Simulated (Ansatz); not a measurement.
**Te3As2 (C2/m, No. 12): band gap by level of theory**

The reference, 0.4 eV (measured, 4 K, zero-point motion not removed, scanning tunnelling spectroscopy; as tabulated in Electronic band gap of van der Waals α-As2Te3 crystals, HAL hal-03321708), is not set against levels without spin–orbit coupling, which matters for this solid.

```json
[
 {"level (code)": "LDA (Ansatz)", "value (eV)": "0.15", "cell (Å³/atom)": "26.82"},
 {"level (code)": "PBEsol (Ansatz)", "value (eV)": "0.36", "cell (Å³/atom)": "28.35"},
 {"level (code)": "r²SCAN (Ansatz)", "value (eV)": "0.45", "cell (Å³/atom)": "28.35"},
 {"level (code)": "G0W0@PBEsol (Ansatz)", "value (eV)": "0.58", "cell (Å³/atom)": "28.35"}
]
```

Computed values are for a static lattice. Levels without +SOC have no spin–orbit coupling; where heavier elements are present it shifts gaps, mostly down, and can invert bands.  LDA: the gap is read on the k mesh or supercell of the run alone and can be too large. LDA: LDA has no dispersion term either, though it tends to give short spacings of layers, chains or molecules. G0W0@PBEsol: the correction to the complete basis was taken at k points off the band edges. Values are at the measured cell; LDA at the level's own equilibrium cell. Cutoffs differ between the levels. Ansatz's density-functional and Hartree–Fock values are scalar-relativistic unless marked +SOC, with PAW data made under PBE.

Ansatz is a quantum-chemistry and plane-wave program.
